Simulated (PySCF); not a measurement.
# Worked example for methyl fluoride: ionisation energy to the radical cation

Structure: `CF` (CH3F).

Computed at ωB97X-D3(BJ)/ma-def2-TZVP // PBE0-D3(BJ)/def2-SVP with PySCF (density fitting, grid level 2). The prefix ma- adds one diffuse s and one diffuse p function on all atoms but H. Zero-point energies come from unscaled PBE0-D3(BJ)/def2-SVP harmonic frequencies.

```csv
state,structure,E / Eh
parent,parent,-139.831883
radical cation,parent,-139.349776
radical cation,radical cation,-139.370792
parent,radical cation,-139.784250
```

Zero-point energy of the radical cation less that of the parent: -0.157 eV. 1 Eh = 27.2114 eV.

**Question.** Work out the vertical and adiabatic ionisation energy.

**Answer.** Vertical: (-139.349776) − (-139.831883) = 0.482107 Eh = 13.12 eV. Adiabatic: 0.461091 Eh = 12.547 eV, and 12.39 eV with zero-point energy.

**Question.** And the inner reorganisation energy of self-exchange?

**Answer.** The radical cation relaxes by 571.9 meV and the parent by 1296.1 meV, so λ = 1868 meV.
